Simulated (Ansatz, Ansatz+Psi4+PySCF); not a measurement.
| atom | x (Å) | y (Å) | z (Å) |
| --- | --- | --- | --- |
| C | 0.0000 | 0.0000 | 0.6675 |
| C | 0.0000 | 0.0000 | -0.6675 |
| H | 0.0000 | 0.9228 | 1.2377 |
| H | 0.0000 | -0.9228 | 1.2377 |
| H | 0.0000 | 0.9228 | -1.2377 |
| H | 0.0000 | -0.9228 | -1.2377 |

Basis set: cc-pVTZ (spherical functions). Frozen core: 2 orbitals. Charge 0, multiplicity 1.

Computed with Ansatz (development build ahead of 0.2.0); free ground-state atoms in the same class of orbitals, no zero-point energy, no relativity.

The atomization energy of singlet C2H4 from measured heats of formation, zero-point and thermal terms removed is 24.435 eV (G2/97 set, Curtiss et al., J. Chem. Phys. 106, 1063 (1997), as shipped with ASE); it holds spin-orbit and other relativistic effects.

(1) How far do RHF-CCSD(T), RHF-MP2 miss it in this basis?

Answers

(1)

| method | atomization energy (eV) | computed − measured (eV) |
| --- | --- | --- |
| RHF-CCSD(T) | 23.896 | -0.539 |
| RHF-MP2 | 24.035 | -0.400 |
